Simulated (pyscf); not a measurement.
Single points on ωB97X-D3(BJ)/def2-SVP structures (PySCF, gas phase).

SMILES: [Cl][Nb]([Cl])([Cl])([F])[Cl]
```xyz
6

F      0.8893     0.4775    -1.4637
Nb     0.7779    -0.2629     0.2408
Cl     0.6486    -1.1839     2.3497
Cl    -1.4638    -0.3989    -0.0034
Cl     2.0940    -1.9617    -0.4587
Cl     1.7030     1.6209     1.0778
```
Charge 0, spin multiplicity 1.

**Question.** What is the homolytic dissociation enthalpy (298 K, ωB97M-D3(BJ)/def2-TZVP) of the F–Nb bond of F–Nb(Cl)(Cl)(Cl)–Cl, to F• + [Cl–Nb(Cl)(Cl)–Cl]•?

**Answer.** F–Nb to F• + [Cl–Nb(Cl)(Cl)–Cl]•: 99.6 kcal/mol. The 7 functionals that were run give +97.7 (M06-2X) to +115.1 kcal/mol (PBE). The radicals are drawn with the spin at the cut bond; how far it spreads was not checked. Left out: the spin-orbit lowering of F. Open-shell species with a d-block atom are single-reference here; other states, and whether the spin sits on metal or ligand, were not checked. Elements past Kr carry the def2 core potentials, without spin-orbit coupling.
